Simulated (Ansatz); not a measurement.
# Al2B (quartet): from Hartree-Fock to the top rungs, def2-TZVPP

An exercise on one series of results from a longer session: the logs are not shown, and one member is left open.

Program: Ansatz 0.2.0, Gaussian basis. Level of theory: def2-TZVPP, core rule «outside noble gas», up to 11 orbitals frozen. These are calculated values, not measurements.

The runs, in order: UHF; ROHF; CCSD(T) on UHF.

### The system

The geometry is a PBE0/def2-TZVP stationary point (not a proven minimum).

3 atoms, charge 0, spin multiplicity 4.

Atoms are counted from 1 here; the program's logs count them from 0.

Bond lengths: Al1–Al2 2.726 Å, Al2–B3 2.006 Å. Angles: Al1–Al2–B3 180.0°.

Set-up of the first run:

The input, in.yaml:

```yaml
crystal:
  periodic: [false, false, false]
  atoms:
    - {symbol: Al, position_ang: [0.000000, 0.000000, 2.486400]}
    - {symbol: Al, position_ang: [0.000000, 0.000000, -0.240000]}
    - {symbol: B, position_ang: [0.000000, 0.000000, -2.246400]}
basis:
  gaussian: {orbitals: def2-TZVPP}
magnetization: {spin_polarized: true, initial_magnetization: 3}
hamiltonian: {xc: hf}
output: {orbitals: {seedname: orbitals}}
```

The run is started by

```sh
$ ansatz run in.yaml --threads 1 --pin off --events-out ev --progress --plain --max-ram 2816MiB --backend cpu
```

Steps of the session up to this table: UHF; ROHF; CCSD(T) on UHF.

One table of the session follows, with a row left open; its other results are not shown here.

| method | from UCCSD(T) (kcal/mol) |
| --- | --- |
| ROHF | +132.47 |
| UHF | ? |
| UMP2 | +32.43 |
| UCCSD | +8.07 |
| UCCSD(T) | 0 |

**Question.** Estimate the row for UHF.

**Answer.** from UCCSD(T) (kcal/mol): +130.32. In the column «from UCCSD(T) (kcal/mol)» it lies between UMP2 (+32.43) and ROHF (+132.47).

With the free atoms at the same levels and basis (separate runs), the atomisation energy is 3.331 eV at UCCSD(T), 2.517 eV at ROHF.

Limits of these values: Warnings: spin contamination; coupled cluster took another determinant than the lowest.
